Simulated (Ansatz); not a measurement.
Results of revPBE in Ansatz (PAW) for rhombohedral A7 Sb.

Numerical settings: plane-wave cutoff 520 eV, 18×18×18 k mesh, Fermi–Dirac smearing 0.07 eV (set by the program), scalar-relativistic PAW data made under PBE.

Cell (relaxed at this level):

```
Sb
1.0
    2.19595     1.26783     3.94053
   -2.19595     1.26783     3.94053
    0.00000    -2.53566     3.94053
Sb
2
Direct
  0.76888   0.76888   0.76888
  0.23112   0.23112   0.23112
```

Problem. Estimate the Poisson ratio, Voigt–Reuss–Hill bulk modulus, elastic constant C12, elastic constant C33, elastic constant C11, elastic constant C13, elastic constant C44 and elastic constant C66 that the calculation returns.

Solution. 
- Poisson ratio = 0.227
- Voigt–Reuss–Hill bulk modulus = 27.3 GPa
- elastic constant C12 = 23.9 GPa
- elastic constant C33 = 23.7 GPa
- elastic constant C11 = 77.2 GPa
- elastic constant C13 = 16.2 GPa
- elastic constant C44 = 20.9 GPa
- elastic constant C66 = 26.6 GPa

Note: the cell comes from a level without a dispersion term, which matters for the spacing of layers, chains or molecules.

Elastic constants are with the ions relaxed.

Spin–orbit coupling is not included.

The result took roughly 80 core-minutes.

Ansatz is a program for electronic structure.
